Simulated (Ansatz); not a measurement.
## Worked example: C2, triplet against C$_{2}$, singlet

Geometry (PBE0/def2-TZVP stationary point of a singlet), kept for both states (C2, singlet: Σg⁺ or Δg; C2, triplet: Πu):

```yaml
atoms:
  - { symbol: C, position_ang: [0.0000, 0.0000, 0.0000] }
  - { symbol: C, position_ang: [0.0000, 0.0000, 1.2462] }
```

Basis 6-31G; Ansatz 0.2.0. Only valence electrons are correlated (noble-gas cores frozen). Prefix R: restricted or restricted open-shell reference; prefix U: unrestricted.

Full CI is exact within this basis and frozen core; it isn't the basis-set limit. The frozen core follows each run's orbitals, which can shift R against U totals by a few meV.

Unrestricted rows (U, and Kohn–Sham where it breaks symmetry) aren't spin-pure: their determinants' ⟨S²⟩ exceeds S(S+1) by up to 1.77, so they mix in states of higher spin. Coupled cluster chose its determinant by trial CCSD, here up to 0.43 eV above the lowest Hartree–Fock solution of its kind, and MP2 stands on that determinant too.

| level | E(C2, singlet) (hartree) | E(C2, triplet) (hartree) |
| --- | --- | --- |
| UMP2 | -75.571367 | -75.587113 |
| UCCSD(T)* | -75.627130 | -75.608961 |
| PBE | -75.791810 | -75.789263 |
| PBE0 | -75.786220 | -75.785715 |
| full CI | -75.640966 | -75.611626 |

Give the vertical gap, C2 triplet less C2 singlet, at each level in eV (1 hartree = 27.2114 eV), and each error against full CI.

full CI: (-75.611626 − (-75.640966)) × 27.2114 = 0.798 eV (the reference)
PBE0: (-75.785715 − (-75.786220)) × 27.2114 = 0.014 eV, error -0.784 eV
PBE: (-75.789263 − (-75.791810)) × 27.2114 = 0.069 eV, error -0.729 eV
UCCSD(T): (-75.608961 − (-75.627130)) × 27.2114 = 0.494 eV, error -0.304 eV
UMP2: (-75.587113 − (-75.571367)) × 27.2114 = -0.428 eV, error -1.226 eV

Total energies of functionals can't be set beside those of wave-function methods, since they hold the core's correlation and their own absolute errors; only the differences compare.

The set has no polarisation functions, so the order and spacing of states can differ from the basis-set limit.

In so small a basis the reference is far from its limit while semilocal and hybrid functionals are nearer theirs, so the functionals' errors here hold much of the reference's basis and frozen-core error, which can add to them or hide them.

Each level lands on the state that its own search finds. T1 diagnostics of restricted CCSD: 0.041 and 0.018.

An asterisk marks runs whose energy the program itself flagged as in doubt.
